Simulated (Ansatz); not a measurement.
# HF with SiH3F: superposition error and deformation

How much of this pair's binding is borrowed basis, and how much do the fragments pay to take the shapes they have in the pair?

The runs use Ansatz 0.2.0, Gaussian basis; PBE0-D4 structures, single points in def2-TZVPPD.

Levels: PBE-D4, revPBE-D4, BLYP-D4, r2SCAN-D4, B97M-V, PBE0-D4, B3LYP-D4, HSE06-D4, wB97X-V, wB97M-V, B2PLYP, Hartree-Fock, MP2, CCSD, CCSD(T).

Cores are frozen in the correlated methods. B3LYP uses VWN-RPA correlation. B2PLYP carries no dispersion term here.

129 further runs of the same task are left out: 129 set aside as unsound or not needed.

## Step 1: Where the work starts

The relaxed pair: 7 atoms, charge 0, spin multiplicity 1.

Atoms are counted from 1 here; the program's logs count them from 0.

Bond lengths: F1–H2 0.927 Å, Si3–F4 1.619 Å, Si3–H5 1.479 Å, Si3–H6 1.479 Å, Si3–H7 1.479 Å. Angles: F4–Si3–H5 107.4°, F4–Si3–H6 107.4°, F4–Si3–H7 106.9°, H5–Si3–H6 111.6°, H5–Si3–H7 111.6°, H6–Si3–H7 111.6°.

As a file:

```xyz
7
charge 0, multiplicity 1
F     0.7463    0.1672   -2.6971
H     0.8221   -0.2218   -1.8586
Si   -0.3512    0.0378    0.9501
F     0.6388   -0.6519   -0.1297
H    -1.7339   -0.1294    0.4538
H     0.0240    1.4647    1.0474
H    -0.1460   -0.6667    2.2342
```

Atoms 1 to 2 are fragment A (HF), the rest fragment B (SiH3F). From earlier runs, pair energy (eV) and counterpoise interaction (kJ/mol):

```
      method       E(pair)  interaction
      PBE-D4  -13371.48964       -19.49
   revPBE-D4  -13377.59709       -15.43
     BLYP-D4  -13380.52900       -18.40
   r2SCAN-D4  -13377.90973       -20.51
      B97M-V  -13376.86517       -19.16
     PBE0-D4  -13372.35290       -20.28
    B3LYP-D4  -13381.94418       -20.41
    HSE06-D4  -13371.93618       -20.22
     wB97X-V  -13377.85896       -19.51
     wB97M-V  -13378.70807       -19.33
      B2PLYP  -13374.89115       -18.30
Hartree-Fock  -13341.84894       -16.06
         MP2  -13359.82035       -17.30
     CCSD(T)  -13360.95127       -17.98
```

First each fragment is run alone in its own basis, frozen in the shape it has in the pair (a, b).

## Step 2: PBE-D4/def2-TZVPPD

a/in.yaml

```yaml
crystal:
  periodic: [false, false, false]
  atoms:
    - {symbol: F, position_ang: [0.746281, 0.167214, -2.697092]}
    - {symbol: H, position_ang: [0.822062, -0.221802, -1.858633]}
basis:
  gaussian: {orbitals: "def2-TZVPPD.json"}
hamiltonian: {xc: pbe, dispersion: d4}
```

b/in.yaml

```yaml
crystal:
  periodic: [false, false, false]
  atoms:
    - {symbol: Si, position_ang: [-0.351207, 0.037801, 0.950086]}
    - {symbol: F, position_ang: [0.638847, -0.651890, -0.129722]}
    - {symbol: H, position_ang: [-1.733946, -0.129384, 0.453779]}
    - {symbol: H, position_ang: [0.023961, 1.464699, 1.047406]}
    - {symbol: H, position_ang: [-0.145999, -0.666739, 2.234176]}
basis:
  gaussian: {orbitals: "def2-TZVPPD.json"}
hamiltonian: {xc: pbe, dispersion: d4}
```

The basis file named in the input lies beside it (Basis Set Exchange, JSON).

One command serves all of them, each in its own folder.

On the command line:

```
> ansatz run in.yaml --threads 2 --pin off --events-out ev --progress --plain --max-ram 5222MiB
```

a printed:

```text
Functional definition: PBE
  name "PBE"
  cite "Perdew, Burke & Ernzerhof, Phys. Rev. Lett. 77, 3865 (1996) doi:10.1103/PhysRevLett.77.3865"
  parent pbe
  parameter kappa = 0.804
  parameter beta = 0.06672455060314922
  exchange = pbe_x(kappa = kappa, mu = beta*pi^2/3)
  correlation = pbe_c(beta = beta)
256 factors; their error is unknown
mean field evaluation 1: about -2730.2563 eV, gradient 3.5e1 eV
mean field evaluation 2: about -2724.0378 eV, gradient 7.5e1 eV
mean field evaluation 4: about -2731.9335 eV, gradient 5.0e-1 eV
mean field evaluation 8: about -2731.9326 eV, gradient 1.2e-1 eV
mean field -2731.93263892 eV, -100.3966727100 hartree, gradient 3.6e-5 eV, S^2 0.000000; 0 other end points of the search recorded, 0 dependent functions left out
reference -2731.93267665 eV, -100.3966740966 hartree; 5, 5 occupied and 52, 52 virtual orbitals, 256 factors
Total energy: -2731.93457355 eV, -100.3967438063 hartree
```

Log of b, cut to the lines that bear on the results:

```text
[... 4 set-up lines as earlier in the session ...]
[...]
679 factors; their error is unknown
[...]
mean field -10639.30335547 eV, -390.9871867347 hartree, gradient 3.0e-5 eV, S^2 0.000000; 0 other end points of the search recorded, 0 dependent functions left out
reference -10639.30339798 eV, -390.9871882967 hartree; 13, 13 occupied and 126, 126 virtual orbitals, 679 factors
Total energy: -10639.35025733 eV, -390.9889103462 hartree
```

They took 0.15 s (a), 0.45 s (b) on 2 threads of AMD EPYC 9R45, shared host.

## Step 3: r2SCAN-D4/def2-TZVPPD

The same edit goes into each in.yaml of step 2 (a, b):

```diff
-hamiltonian: {xc: pbe, dispersion: d4}
+hamiltonian: {xc: r2scan, dispersion: d4}
```

The same command starts each run, in its folder.

On the command line:

```
> ansatz run in.yaml --threads 2 --pin off --events-out ev --progress --plain --max-ram 5222MiB
```

Output in a, cut to the lines that bear on the results:

```text
Functional definition: r2SCAN
  name "r2SCAN"
  cite "Furness, Kaplan, Ning, Perdew & Sun, J. Phys. Chem. Lett. 11, 8208 (2020) doi:10.1021/acs.jpclett.0c02405"
  cite "Furness, Kaplan, Ning, Perdew & Sun, J. Phys. Chem. Lett. 11, 9248 (2020) doi:10.1021/acs.jpclett.0c03077"
  parent r2scan
[...]
256 factors; their error is unknown
[...]
mean field -2733.34842182 eV, -100.4487017717 hartree, gradient 7.5e-6 eV, S^2 0.000000; 0 other end points of the search recorded, 0 dependent functions left out
reference -2733.34843492 eV, -100.4487022533 hartree; 5, 5 occupied and 52, 52 virtual orbitals, 256 factors
Total energy: -2733.34889319 eV, -100.4487190944 hartree
```

Output in b, cut to the lines that bear on the results:

```text
[... 5 set-up lines as earlier in the session ...]
[...]
679 factors; their error is unknown
[...]
mean field -10644.33498946 eV, -391.1720958732 hartree, gradient 2.8e-5 eV, S^2 0.000000; 0 other end points of the search recorded, 0 dependent functions left out
reference -10644.33500329 eV, -391.1720963814 hartree; 13, 13 occupied and 126, 126 virtual orbitals, 679 factors
Total energy: -10644.34550347 eV, -391.1724822558 hartree
```

Wall times: 0.25 s (a), 0.75 s (b) on 2 threads of AMD EPYC 9R45, shared host.

## Step 4: PBE0-D4/def2-TZVPPD

The same edit goes into each in.yaml of step 3 (a, b):

```diff
-hamiltonian: {xc: r2scan, dispersion: d4}
+hamiltonian: {xc: pbe0, dispersion: d4}
+output: {orbitals: {seedname: orbitals}}
```

The same command starts each run, in its folder.

On the command line:

```
> ansatz run in.yaml --threads 2 --pin off --events-out ev --progress --plain --max-ram 5222MiB
```

a printed, cut to the lines that bear on the results:

```text
Functional definition: PBE0
  name "PBE0"
  cite "Adamo & Barone, J. Chem. Phys. 110, 6158 (1999) doi:10.1063/1.478522"
[... 2 set-up lines as earlier in the session ...]
[...]
256 factors; their error is unknown
[...]
mean field -2731.91907874 eV, -100.3961743824 hartree, gradient 3.0e-5 eV, S^2 0.000000; 0 other end points of the search recorded, 0 dependent functions left out
reference -2731.91910689 eV, -100.3961754171 hartree; 5, 5 occupied and 52, 52 virtual orbitals, 256 factors
Total energy: -2731.92062260 eV, -100.3962311183 hartree
```

Log of b, cut to the lines that bear on the results:

```text
[... 5 set-up lines as earlier in the session ...]
[...]
696 factors; their error is unknown
[...]
mean field -10640.18106748 eV, -391.0194420561 hartree, gradient 9.1e-6 eV, S^2 0.000000; 0 other end points of the search recorded, 0 dependent functions left out
reference -10640.18109966 eV, -391.0194432386 hartree; 13, 13 occupied and 126, 126 virtual orbitals, 696 factors
Total energy: -10640.21947890 eV, -391.0208536499 hartree
```

Wall times: 0.15 s (a), 0.55 s (b) on 2 threads of AMD EPYC 9R45, shared host.

## Step 5: B3LYP-D4/def2-TZVPPD

The same edit goes into each in.yaml of step 4 (a, b):

```diff
-hamiltonian: {xc: pbe0, dispersion: d4}
-output: {orbitals: {seedname: orbitals}}
+hamiltonian: {xc: {name: B3LYP}, dispersion: d4}
```

One command serves all of them, each in its own folder.

On the command line:

```
> ansatz run in.yaml --threads 2 --pin off --events-out ev --progress --plain --max-ram 5222MiB
```

Output in a, cut to the lines that bear on the results:

```text
Functional definition: B3LYP
  name "B3LYP"
  cite "Stephens, Devlin, Chabalowski & Frisch, J. Phys. Chem. 98, 11623 (1994) doi:10.1021/j100096a001"
  cite "Becke, Phys. Rev. A 38, 3098 (1988) doi:10.1103/PhysRevA.38.3098"
  cite "Lee, Yang & Parr, Phys. Rev. B 37, 785 (1988) doi:10.1103/PhysRevB.37.785"
  cite "Vosko, Wilk & Nusair, Can. J. Phys. 58, 1200 (1980) doi:10.1139/p80-159"
[...]
256 factors; their error is unknown
[...]
mean field -2734.61302745 eV, -100.4951751715 hartree, gradient 7.8e-5 eV, S^2 0.000000; 0 other end points of the search recorded, 0 dependent functions left out
reference -2734.61320291 eV, -100.4951816195 hartree; 5, 5 occupied and 52, 52 virtual orbitals, 256 factors
Total energy: -2734.61619738 eV, -100.4952916643 hartree
```

Log of b, cut to the lines that bear on the results:

```text
[... 6 set-up lines as earlier in the session ...]
[...]
689 factors; their error is unknown
[...]
mean field -10647.03721992 eV, -391.2714010112 hartree, gradient 1.1e-5 eV, S^2 0.000000; 0 other end points of the search recorded, 0 dependent functions left out
reference -10647.03745058 eV, -391.2714094878 hartree; 13, 13 occupied and 126, 126 virtual orbitals, 689 factors
Total energy: -10647.11367194 eV, -391.2742105710 hartree
```

They took 0.15 s (a), 0.7 s (b) on 2 threads of AMD EPYC 9R45, shared host.

## Step 6: wB97X-V/def2-TZVPPD

The same edit goes into each in.yaml of step 5 (a, b):

```diff
-hamiltonian: {xc: {name: B3LYP}, dispersion: d4}
+hamiltonian: {xc: {name: wB97X-V}}
```

Each run has its own folder and the same command.

On the command line:

```
> ansatz run in.yaml --threads 2 --pin off --events-out ev --progress --plain --max-ram 5222MiB
```

Log of a, cut to the lines that bear on the results:

```text
Functional definition: wB97X-V
  name "wB97X-V"
  cite "Mardirossian & Head-Gordon, Phys. Chem. Chem. Phys. 16, 9904 (2014) doi:10.1039/C3CP54374A"
  cite "Becke, J. Chem. Phys. 107, 8554 (1997) doi:10.1063/1.475007"
  cite "Vydrov & Van Voorhis, J. Chem. Phys. 133, 244103 (2010) doi:10.1063/1.3521275"
[...]
      + integral(e_c_pw_opposite_spin*poly(b97_u_opposite, cos0, cos1)) + vv10(b, c)
256 factors; their error is unknown
78 factors; integrals over basis functions are off by at most 2.5e-5 eV
[...]
mean field -2733.56308186 eV, -100.4565903826 hartree, gradient 1.2e-5 eV, S^2 0.000000; 0 other end points of the search recorded, 0 dependent functions left out
reference -2733.56308003 eV, -100.4565903154 hartree; 5, 5 occupied and 52, 52 virtual orbitals, 256 factors
Total energy: -2733.56308003 eV, -100.4565903154 hartree
```

b printed, cut to the lines that bear on the results:

```text
[... 5 set-up lines as earlier in the session ...]
[...]
      + integral(e_c_pw_opposite_spin*poly(b97_u_opposite, cos0, cos1)) + vv10(b, c)
689 factors; their error is unknown
200 factors; integrals over basis functions are off by at most 2.6e-5 eV
[...]
mean field -10644.09124095 eV, -391.1631382808 hartree, gradient 2.3e-5 eV, S^2 0.000000; 0 other end points of the search recorded, 0 dependent functions left out
reference -10644.09123884 eV, -391.1631382032 hartree; 13, 13 occupied and 126, 126 virtual orbitals, 689 factors
Total energy: -10644.09123884 eV, -391.1631382032 hartree
```

They took 0.3 s (a), 1.6 s (b) on 2 threads of AMD EPYC 9R45, shared host.

## Step 7: wB97M-V/def2-TZVPPD

Each input of step 6 (a, b) changes in the same lines:

```diff
-hamiltonian: {xc: {name: wB97X-V}}
+hamiltonian: {xc: {name: wB97M-V}}
```

The same command starts each run, in its folder.

On the command line:

```
> ansatz run in.yaml --threads 2 --pin off --events-out ev --progress --plain --max-ram 5222MiB
```

a printed, cut to the lines that bear on the results:

```text
Functional definition: wB97M-V
  name "wB97M-V"
  cite "Mardirossian & Head-Gordon, J. Chem. Phys. 144, 214110 (2016) doi:10.1063/1.4952647"
[... 2 set-up lines as earlier in the session ...]
  # Of w^i u^j: cxij and so on, Table III.
[...]
  gx(w, u) = 1 - cx + cx01*u + cx10*w
[...]
      + integral(e_c_pw_mod_opposite_spin*gos(b97_w_opposite, b97_u_opposite)) + vv10(b, c)
256 factors; their error is unknown
78 factors; integrals over basis functions are off by at most 2.5e-5 eV
[...]
mean field -2733.75050617 eV, -100.4634780990 hartree, gradient 6.5e-5 eV, S^2 0.000000; 0 other end points of the search recorded, 0 dependent functions left out
reference -2733.75055091 eV, -100.4634797432 hartree; 5, 5 occupied and 52, 52 virtual orbitals, 256 factors
Total energy: -2733.75055091 eV, -100.4634797432 hartree
```

Log of b, cut to the lines that bear on the results:

```text
[... 5 set-up lines as earlier in the session ...]
  # Of w^i u^j: cxij and so on, Table III.
[...]
  gx(w, u) = 1 - cx + cx01*u + cx10*w
[...]
      + integral(e_c_pw_mod_opposite_spin*gos(b97_w_opposite, b97_u_opposite)) + vv10(b, c)
684 factors; their error is unknown
200 factors; integrals over basis functions are off by at most 2.6e-5 eV
[...]
mean field -10644.75468175 eV, -391.1875192805 hartree, gradient 3.0e-5 eV, S^2 0.000000; 0 other end points of the search recorded, 0 dependent functions left out
reference -10644.75473418 eV, -391.1875212072 hartree; 13, 13 occupied and 126, 126 virtual orbitals, 684 factors
Total energy: -10644.75473418 eV, -391.1875212072 hartree
```

They took 0.3 s (a), 1.6 s (b) on 2 threads of AMD EPYC 9R45, shared host.

## Step 8: B2PLYP/def2-TZVPPD

The same edit goes into each in.yaml of step 7 (a, b):

```diff
-hamiltonian: {xc: {name: wB97M-V}}
+hamiltonian: {xc: {name: B2PLYP}}
```

One command serves all of them, each in its own folder.

On the command line:

```
> ansatz run in.yaml --threads 2 --pin off --events-out ev --progress --plain --max-ram 5222MiB
```

a printed, cut to the lines that bear on the results:

```text
Functional definition: B2PLYP
  name "B2PLYP"
  cite "Grimme, J. Chem. Phys. 124, 034108 (2006) doi:10.1063/1.2148954"
[... 2 set-up lines as earlier in the session ...]
[...]
352 factors; integrals over basis functions are off by at most 1.2e-3 eV
[...]
mean field -2730.76703916 eV, -100.3538377087 hartree, gradient 3.3e-6 eV, S^2 0.000000; 0 other end points of the search recorded, 0 dependent functions left out
1 core orbitals not correlated: weight in the atoms' cores, before any rotation towards them, 1.000 or more for the frozen orbitals, at most 0.000 for the correlated occupied ones
reference -2730.76714505 eV, -100.3538416003 hartree; 4, 4 occupied and 52, 52 virtual orbitals, 352 factors
second order -8.72599533 eV of doubles, -0.00000000 eV of singles
Total energy: -2733.12316379 eV, -100.4404236920 hartree
```

Output in b, cut to the lines that bear on the results:

```text
[... 5 set-up lines as earlier in the session ...]
[...]
796 factors; integrals over basis functions are off by at most 8.0e-4 eV
[...]
mean field -10638.18906131 eV, -390.9462371798 hartree, gradient 3.7e-6 eV, S^2 0.000000; 0 other end points of the search recorded, 0 dependent functions left out
6 core orbitals not correlated: weight in the atoms' cores, before any rotation towards them, 1.000 or more for the frozen orbitals, at most 0.000 for the correlated occupied ones
reference -10638.18920836 eV, -390.9462425837 hartree; 7, 7 occupied and 126, 126 virtual orbitals, 796 factors
second order -12.51947032 eV of doubles, -0.00000000 eV of singles
Total energy: -10641.56946535 eV, -391.0704647367 hartree
```

They took 0.2 s (a), 0.95 s (b) on 2 threads of AMD EPYC 9R45, shared host.

## Step 9: BLYP-D4/def2-TZVPPD

The same edit goes into each in.yaml of step 8 (a, b):

```diff
-hamiltonian: {xc: {name: B2PLYP}}
+hamiltonian: {xc: {name: BLYP}, dispersion: d4}
```

The same command starts each run, in its folder.

On the command line:

```
> ansatz run in.yaml --threads 2 --pin off --events-out ev --progress --plain --max-ram 5222MiB
```

Output in a, cut to the lines that bear on the results:

```text
Functional definition: BLYP
  name "BLYP"
[... 2 set-up lines as earlier in the session ...]
[...]
256 factors; their error is unknown
[...]
mean field -2734.33266882 eV, -100.4848721820 hartree, gradient 4.6e-5 eV, S^2 0.000000; 0 other end points of the search recorded, 0 dependent functions left out
reference -2734.33290574 eV, -100.4848808885 hartree; 5, 5 occupied and 52, 52 virtual orbitals, 256 factors
Total energy: -2734.33749501 eV, -100.4850495411 hartree
```

b printed, cut to the lines that bear on the results:

```text
[... 4 set-up lines as earlier in the session ...]
[...]
679 factors; their error is unknown
[...]
mean field -10645.88908254 eV, -391.2292077406 hartree, gradient 2.4e-5 eV, S^2 0.000000; 0 other end points of the search recorded, 0 dependent functions left out
reference -10645.88938792 eV, -391.2292189631 hartree; 13, 13 occupied and 126, 126 virtual orbitals, 679 factors
Total energy: -10645.99774866 eV, -391.2332011468 hartree
```

They took 0.15 s (a), 0.6 s (b) on 2 threads of AMD EPYC 9R45, shared host.

## Step 10: revPBE-D4/def2-TZVPPD

The same edit goes into each in.yaml of step 9 (a, b):

```diff
-hamiltonian: {xc: {name: BLYP}, dispersion: d4}
+hamiltonian: {xc: {name: revPBE}, dispersion: d4}
```

The same command starts each run, in its folder.

On the command line:

```
> ansatz run in.yaml --threads 2 --pin off --events-out ev --progress --plain --max-ram 5222MiB
```

Output in a, cut to the lines that bear on the results:

```text
Functional definition: revPBE
  name "revPBE"
  cite "Zhang & Yang, Phys. Rev. Lett. 80, 890 (1998) doi:10.1103/PhysRevLett.80.890"
[... 1 set-up line as earlier in the session ...]
[...]
256 factors; their error is unknown
[...]
mean field -2733.68124666 eV, -100.4609328591 hartree, gradient 5.1e-6 eV, S^2 0.000000; 0 other end points of the search recorded, 0 dependent functions left out
reference -2733.68129355 eV, -100.4609345823 hartree; 5, 5 occupied and 52, 52 virtual orbitals, 256 factors
Total energy: -2733.69073051 eV, -100.4612813842 hartree
```

Output in b, cut to the lines that bear on the results:

```text
[... 4 set-up lines as earlier in the session ...]
[...]
679 factors; their error is unknown
[...]
mean field -10643.57845317 eV, -391.1442936775 hartree, gradient 3.1e-5 eV, S^2 0.000000; 0 other end points of the search recorded, 0 dependent functions left out
reference -10643.57850639 eV, -391.1442956331 hartree; 13, 13 occupied and 126, 126 virtual orbitals, 679 factors
Total energy: -10643.74365082 eV, -391.1503645792 hartree
```

Wall times: 0.15 s (a), 0.5 s (b) on 2 threads of AMD EPYC 9R45, shared host.

## Step 11: B97M-V/def2-TZVPPD

Each input of step 10 (a, b) changes in the same lines:

```diff
-hamiltonian: {xc: {name: revPBE}, dispersion: d4}
+hamiltonian: {xc: {name: B97M-V}}
```

One command serves all of them, each in its own folder.

On the command line:

```
> ansatz run in.yaml --threads 2 --pin off --events-out ev --progress --plain --max-ram 5222MiB
```

Log of a, cut to the lines that bear on the results:

```text
Functional definition: B97M-V
  name "B97M-V"
  cite "Mardirossian & Head-Gordon, J. Chem. Phys. 142, 074111 (2015) doi:10.1063/1.4907719"
[... 2 set-up lines as earlier in the session ...]
  # Of w^i u^j: cxij and so on, Table III.
[...]
  gx(w, u) = cx00 + cx01*u + cx02*u^2 + (cx10 + cx11*u)*w
[...]
  gos(w, u) = cos00 + cos01*u + cos03*u^3 + cos10*w + cos32*w^3*u^2
[...]
      + integral(e_c_pw_mod_opposite_spin*gos(b97_w_opposite, b97_u_opposite)) + vv10(b, c)
256 factors; their error is unknown
[...]
mean field -2733.45592486 eV, -100.4526524356 hartree, gradient 3.8e-5 eV, S^2 0.000000; 0 other end points of the search recorded, 0 dependent functions left out
reference -2733.45597960 eV, -100.4526544472 hartree; 5, 5 occupied and 52, 52 virtual orbitals, 256 factors
Total energy: -2733.45597960 eV, -100.4526544472 hartree
```

b printed, cut to the lines that bear on the results:

```text
[... 5 set-up lines as earlier in the session ...]
  # Of w^i u^j: cxij and so on, Table III.
[...]
  gx(w, u) = cx00 + cx01*u + cx02*u^2 + (cx10 + cx11*u)*w
[...]
  gos(w, u) = cos00 + cos01*u + cos03*u^3 + cos10*w + cos32*w^3*u^2
[...]
      + integral(e_c_pw_mod_opposite_spin*gos(b97_w_opposite, b97_u_opposite)) + vv10(b, c)
679 factors; their error is unknown
[...]
mean field -10643.20831494 eV, -391.1306913485 hartree, gradient 2.6e-5 eV, S^2 0.000000; 0 other end points of the search recorded, 0 dependent functions left out
reference -10643.20837718 eV, -391.1306936355 hartree; 13, 13 occupied and 126, 126 virtual orbitals, 679 factors
Total energy: -10643.20837718 eV, -391.1306936355 hartree
```

Times: 0.25 s (a), 1.4 s (b) on 2 threads of AMD EPYC 9R45, shared host.

## Step 12: HSE06-D4/def2-TZVPPD

The same edit goes into each in.yaml of step 11 (a, b):

```diff
-hamiltonian: {xc: {name: B97M-V}}
+hamiltonian: {xc: hse06, dispersion: d4}
```

Each run has its own folder and the same command.

On the command line:

```
> ansatz run in.yaml --threads 2 --pin off --events-out ev --progress --plain --max-ram 5222MiB
```

Output in a, cut to the lines that bear on the results:

```text
Functional definition: HSE06
  name "HSE06"
  cite "Heyd, Scuseria & Ernzerhof, J. Chem. Phys. 118, 8207 (2003) doi:10.1063/1.1564060"
  cite "Krukau, Vydrov, Izmaylov & Scuseria, J. Chem. Phys. 125, 224106 (2006) doi:10.1063/1.2404663"
  cite "Heyd & Scuseria, J. Chem. Phys. 120, 7274 (2004) doi:10.1063/1.1668634"
  cite "Ernzerhof & Perdew, J. Chem. Phys. 109, 3313 (1998) doi:10.1063/1.476928"
[...]
256 factors; their error is unknown
24 factors; integrals over basis functions are off by at most 5.9e-5 eV
[...]
mean field -2731.80801339 eV, -100.3920928062 hartree, gradient 3.9e-5 eV, S^2 0.000000; 0 other end points of the search recorded, 0 dependent functions left out
reference -2731.80805080 eV, -100.3920941809 hartree; 5, 5 occupied and 52, 52 virtual orbitals, 256 factors
Total energy: -2731.80941032 eV, -100.3921441425 hartree
```

Log of b, cut to the lines that bear on the results:

```text
[... 6 set-up lines as earlier in the session ...]
[...]
696 factors; their error is unknown
66 factors; integrals over basis functions are off by at most 3.7e-6 eV
[...]
mean field -10639.87935883 eV, -391.0083544679 hartree, gradient 8.6e-5 eV, S^2 0.000000; 0 other end points of the search recorded, 0 dependent functions left out
reference -10639.87940162 eV, -391.0083560402 hartree; 13, 13 occupied and 126, 126 virtual orbitals, 696 factors
Total energy: -10639.91470497 eV, -391.0096534143 hartree
```

Wall times: 0.2 s (a), 0.65 s (b) on 2 threads of AMD EPYC 9R45, shared host.

(Part 1 of 3 ends here.)
